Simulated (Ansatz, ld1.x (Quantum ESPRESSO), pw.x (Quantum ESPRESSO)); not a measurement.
# Ta (Z = 73): one change to the TM potential, in the atom and in the bcc crystal

```
Element                 : Ta (Z = 73)
Generator               : ld1.x (Quantum ESPRESSO) 7.5
Type                    : norm-conserving Troullier–Martins (Kleinman–Bylander form)
Functional              : LDA (PW92)
Relativity              : scalar-relativistic
Frozen core             : [Xe] 4f14
Valence charge          : 5
Reference configuration : 5d3 6s2 6p0
Partial waves           : 6p (bound, empty): rc 4.15 bohr; 5d (bound): rc 1.90 bohr; 6s (bound): rc 2.90 bohr
Local potential         : the s channel
Core correction         : none
```

Change: reference 5d3 6s1 6p1.

Cutoffs, loose and tight: the cutoffs (Ry, on a coarse ladder) from which the occupation-weighted sum of valence levels, in a spherical-Bessel basis at the reference potential, stays within 10 and 1 mRy of its value at 400 Ry. They do not see the model core or the augmentation charge, which bear on the density cutoff. Test errors are all-electron minus pseudo excitation energies from the reference, over the configurations 5d3 6s1 6p0; 5d3 6s0 6p0; 5d2 6s0 6p0; 5d3 6s1.5 6p0; 5d3 6s0 6p2; 5d4 6s1 6p0; 5d3.5 6s1.5 6p0 (two spin-polarised tests are not counted in the largest error); variants that change the core or the reference have their own tests.

Crystal test: bcc Ta in pw.x 7.5, no spin, 14³ k-points, Fermi–Dirac smearing 0.01 Ry, cutoffs set for each file from its atomic test. The reference is all-electron LAPW (Ansatz 0.2.0) with the same functional, mesh and smearing; V0 and B0 come from Birch–Murnaghan fits to the pressures at five volumes. Errors are pseudo minus all-electron; Δ is the rms difference of the E(V) curves that follow from these fits, minima aligned, over ±6 % about the mean V0. Mesh and smearing are coarse, so the numbers serve the comparison and aren't converged zero-temperature values; the lattice is a test structure that the element need not adopt.

All-electron: a0 = 3.255 Å (V0 = 17.24 Å³/atom), B0 = 217.7 GPa.

**Question.** Does the change bring the crystal closer to the all-electron result?

**Answer.** The mean pressure error goes from -0.97 to -1.99 GPa, so the change moves the solid further from the all-electron pressures. The B0 error goes the other way, from -1.6 to -0.5 %.

```
                       quantity       base    changed
                 outcome (atom)  generated  generated
           cutoff, loose (atom)      30 Ry      30 Ry
           cutoff, tight (atom)      35 Ry      35 Ry
            bound ghosts (atom)       none       none
largest test error (meV) (atom)       +114       +440
           cutoffs in pw.x (Ry)     45/180     45/180
                         a0 (Å)      3.250      3.245
                   a0 error (%)      -0.14      -0.30
                   B0 error (%)       -1.6       -0.5
                   Δ (meV/atom)        3.5        7.4
      mean pressure error (GPa)      -0.97      -1.99
```

Base: The largest radius (4.15 bohr) exceeds half the bond length (2.66 bohr), so the spheres overlap, which is one possible source of error among others. Changed file: The largest radius (4.15 bohr) exceeds half the bond length (2.66 bohr), so the spheres overlap, which is one possible source of error among others. The atomic cutoffs weigh occupied waves only.
